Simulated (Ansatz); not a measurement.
## What a trial cell of CaHf relaxes into

Method: DFT PBE, scalar-relativistic, plane waves, PAW in Ansatz. Cutoff 420 eV, Γ-centred k mesh, Gaussian smearing, no spin polarisation in the final step.

CaHf was placed on the AuCd (B19) structure type (Pmma, No. 51), with Ca in place of Cd, Hf in place of Au, at a guessed volume.

```
CELL_PARAMETERS angstrom
5.21604 0.00000 0.00000
0.00000 3.45179 0.00000
0.00000 0.00000 5.32562
ATOMIC_POSITIONS crystal
Ca 0.75000 0.00000 0.68700
Ca 0.25000 0.00000 0.31300
Hf 0.75000 0.50000 0.18800
Hf 0.25000 0.50000 0.81200
```

Cell and atoms relax at zero pressure; the relaxation can't lower the symmetry of the start. After a coarse first stage the cell is made exact in the group found at 0.06 Å.

The zero of energy is the elements' standard structures at the same level; no fitted shifts are applied.

**Question.** Describe the relaxed structure.

**Answer.** It keeps Pmma (No. 51), but not the shape of the type it started on. Conventional cell: a = 5.097 Å, b = 3.337 Å, c = 6.857 Å. Ca is coordinated by 4 Ca at 3.34–3.46 Å and 6 Hf at 3.37–3.44 Å; around Hf lie 2 Hf at 2.87 Å, 2 Hf at 3.34 Å and 6 Ca at 3.37–3.44 Å.

```xyz
4
Lattice="5.0970 0.0000 0.0000 0.0000 3.3373 0.0000 0.0000 0.0000 6.8566" Properties=species:S:1:pos:R:3 pbc="T T T"
Ca    3.8228    0.0000    4.5951
Ca    1.2743    0.0000    2.2615
Hf    3.8228    1.6686    0.6637
Hf    1.2743    1.6686    6.1928
```

**Question.** What are its volume, energy, density and gap?

**Answer.** The volume per atom is 29.16 Å³. The density is 6.22 g/cm³, the energy over the elements is 0.46 eV/atom and the gap on the 10×14×8 mesh is 0 eV (a metal).

The final run used a 10×14×8 mesh on its 4-atom cell and 0.10 eV smearing. The k mesh leaves about 4 meV/atom of noise in metals. Spin–orbit coupling is left out. Symmetry constrained the relaxation, so the result can be a saddle point. The steps took roughly 6 core-minutes in all.